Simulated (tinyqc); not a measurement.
The basis set: RHF and MP2 along a ladder of basis sets, for HF, spin multiplicity 1. Computed by the program tinyqc with PySCF. 

Geometry (angstrom):
```
atom       x       y       z
F     0.0000  0.0000  0.0000
H     0.0000  0.0000  0.9060
```

Same geometry throughout; the dipole is taken about the origin.

RHF and frozen-core MP2 in a ladder of bases:
```
basis        functions  E(RHF) (hartree)  E(MP2 corr) (hartree)  HOMO (eV)  LUMO (eV)  dipole (debye)
sto-3g               6        -98.569352              -0.016837   -12.6408    17.4319          1.2992
3-21g               11        -99.459086              -0.120053   -16.3208     7.4429          2.1448
6-31g               11        -99.983173              -0.127085   -17.1974     5.7919          2.2805
6-31g**             19       -100.010198              -0.181826   -17.0913     6.0972          1.9581
cc-pvdz             19       -100.019681              -0.201149   -17.1431     5.0653          1.9275
aug-cc-pvdz         32       -100.033773              -0.221631   -17.7389     0.9831          1.9098
cc-pvtz             44       -100.058380              -0.271240   -17.5344     3.9382          1.9200
```

From cc-pVDZ to cc-pVTZ the RHF energy falls by 38.7 mhartree and the correlation energy by 70.1. If valence correlation converges as X^-3, (27 E(T) - 8 E(D))/19 gives -0.3008 hartree, a rough estimate from such small X that usually falls short; STO-3G holds about 6 % of it. Beyond STO-3G the LUMO moves by 6.5 eV and the HOMO by 1.4 eV; diffuse functions lower the positive LUMO sharply, since an unbound virtual level tracks the most diffuse function.
